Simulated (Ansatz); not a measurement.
1T (CdI2-type) SnSe₂: elastic constant C33 by level of theory

No measured value is used here.

### Question
Put these levels in order of the elastic constant C33 that they give for 1T (CdI2-type) SnSe₂, smallest first: HSE06-D3(BJ) (Ansatz, a quantum-chemistry and plane-wave program), LDA (Ansatz), PBE (Ansatz), r²SCAN (Ansatz).

### Answer
PBE (2.63 GPa), r²SCAN (13.6 GPa), LDA (33.0 GPa), HSE06-D3(BJ) (40.4 GPa)

Unless a cell is named, each level is at its own relaxed cell (LDA 24.56, PBE 30.32, r²SCAN 27.80, HSE06-D3(BJ) 24.65 Å³/atom).

r²SCAN, PBE: the cell comes from a level without a dispersion term, which matters for the spacing of layers, chains or molecules. LDA: LDA has no dispersion term either, though it tends to give short spacings of layers, chains or molecules. HSE06-D3(BJ): the dispersion coefficients are held fixed in the derivatives. Each level is taken at its own relaxed cell. Cutoffs and k meshes differ between the levels. Ansatz's density-functional and Hartree–Fock values are scalar-relativistic unless marked +SOC, with PAW data made under PBE.
